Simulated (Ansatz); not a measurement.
in.yaml

```yaml
crystal:
  periodic: [false, false, false]
  atoms:
    - {symbol: Ge, position_ang: [-0.000028, -0.352334, 1.821429]}
    - {symbol: N, position_ang: [0.000727, -0.172227, 0.000023]}
    - {symbol: Ge, position_ang: [-0.000028, -0.352335, -1.821391]}
    - {symbol: H, position_ang: [-0.000672, 0.876896, -0.000060]}
basis:
  gaussian: {orbitals: 6-31G}
magnetization: {spin_polarized: true, initial_magnetization: 0}
hamiltonian: {xc: hf}
scf: {lower_state_search: light}
output: {orbitals: {seedname: orbitals}}
```

```sh
$ ansatz run in.yaml --threads 1 --pin off --events-out ev --progress --plain --max-ram 2393MiB
```

Output:

```
666 factors; integrals over basis functions are off by at most 4.8e-4 eV
mean field evaluation 1: about -114420.7864 eV, gradient 2.0e1 eV
mean field evaluation 2: about -114420.8566 eV, gradient 2.1e1 eV
mean field evaluation 4: about -114422.7424 eV, gradient 1.6e0 eV
mean field evaluation 8: about -114422.7661 eV, gradient 1.4e-3 eV
mean field evaluation 16: about -114422.7661 eV, gradient 1.7e-3 eV
mean field evaluation 32: about -114422.7829 eV, gradient 6.4e-2 eV
mean field evaluation 64: about -114424.7477 eV, gradient 1.4e-1 eV
mean field evaluation 96: about -114424.7487 eV, gradient 1.6e-4 eV
mean field evaluation 128: about -114424.2757 eV, gradient 6.6e-1 eV
mean field evaluation 160: about -114424.5495 eV, gradient 6.0e-1 eV
mean field evaluation 192: about -114424.7479 eV, gradient 2.4e-1 eV
mean field evaluation 224: about -114424.7334 eV, gradient 7.2e-1 eV
mean field evaluation 256: about -114424.3713 eV, gradient 5.6e-1 eV
mean field evaluation 288: about -114422.8158 eV, gradient 6.9e-1 eV
mean field evaluation 320: about -114422.8696 eV, gradient 6.7e-1 eV
mean field -114424.74869437 eV, -4205.0319546378 hartree, gradient 1.4e-5 eV, S^2 0.992667; 7 other end points of the search recorded, 0 dependent functions left out
reference -114424.74869437 eV, -4205.0319546378 hartree; 36, 36 occupied and 33, 33 virtual orbitals, 666 factors
Total energy: -114424.74869437 eV, -4205.0319546378 hartree
```

Ran on 1 thread of Arm Neoverse V1, shared host: 15 s wall, 0.23 GiB peak host memory.
